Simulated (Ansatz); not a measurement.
The first iterations of a band of BClH2 + FH (6 atoms, charge 0, multiplicity 1).

Level of theory: Ansatz 0.2.0, UKS PBE0-D4/def2-SVP.

- movable images: 5
- climbing image: yes
- spring: 5.0 eV/Å²
- optimiser: quadratic models (default)
- start path: through a guess of the saddle point
- force threshold: 0.03 eV/Å
- iteration limit: 60
- end points: relaxed

Initial state:

```xyz
6
Properties=species:S:1:pos:R:3
B 0.076 0.108 -0.620
Cl 0.946 -1.389 -0.111
H 0.755 1.089 -0.762
H -0.976 -0.057 -1.175
H -0.195 -0.254 1.521
F -0.606 0.502 1.148
```

Final state:

```xyz
6
Properties=species:S:1:pos:R:3
B -0.308 0.673 -0.575
Cl 0.964 -1.655 0.552
H 0.744 1.173 -0.893
H -1.005 0.015 -1.312
H 0.393 -1.168 1.599
F -0.788 0.962 0.629
```

| iteration | highest image above the first end (eV) | largest band force component (eV/Å) |
| --- | --- | --- |
| 1 | 0.865 | 3.873 |
| 2 | 0.591 | 2.670 |
| 3 | 0.643 | 6.862 |

Q: Does the band converge within its limit, and where does its top end?

A: The forces met the threshold. It ended after 10 iterations with the highest image 0.291 eV above the first end. A vibrational analysis at the climbing image gives one clearly imaginary mode, 852i cm⁻¹: a first-order saddle point. The orbitals stay closed-shell, which can raise the energy where a bond breaks towards radicals; this wasn't checked here.

The run took 49 s on 2 threads of Intel(R) Xeon(R) Platinum 8488C (Sapphire Rapids), on a shared host, peak memory 0.16 GiB.
